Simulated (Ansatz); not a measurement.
`F/C=N\CF`. Total charge 0; spin multiplicity 1. All single points use the PBE0-D4/def2-TZVP geometry. It is one conformer, not always the lowest.

```xyz
8

F     0.569    1.515    1.097
C     0.860    0.216    0.991
N     0.360   -0.592    0.195
C    -0.625   -0.361   -0.786
F    -1.100    0.930   -0.879
H     1.620   -0.069    1.713
H    -1.478   -1.011   -0.571
H    -0.204   -0.629   -1.760
```

Q: What is the dipole moment at B3LYP/def2-TZVPP? (An estimate is asked.)

A: Computed: 1.57 D, with components (0.64, -1.42, 0.22) D in this frame, pointing from negative to positive charge.

Q: And with PBE, r2SCAN, ωB97M-V? (An estimate is asked.)

A: The calculation gave: PBE 1.40 D, r2SCAN 1.48 D, ωB97M-V 1.55 D.

Q: Give the Mulliken charges with B3LYP, r2SCAN, ωB97M-V in def2-TZVPP. (Estimate.)

A: Computed: 
```csv
atom,B3LYP,r2SCAN,ωB97M-V
F1,-0.17,-0.17,-0.17
C2,0.14,0.20,0.15
N3,-0.22,-0.28,-0.23
C4,0.15,0.26,0.11
F5,-0.24,-0.24,-0.23
H6,0.13,0.10,0.13
H7,0.11,0.06,0.12
H8,0.11,0.06,0.12
```

B3LYP here is the variant with VWN-RPA as its local correlation; programs differ in this.
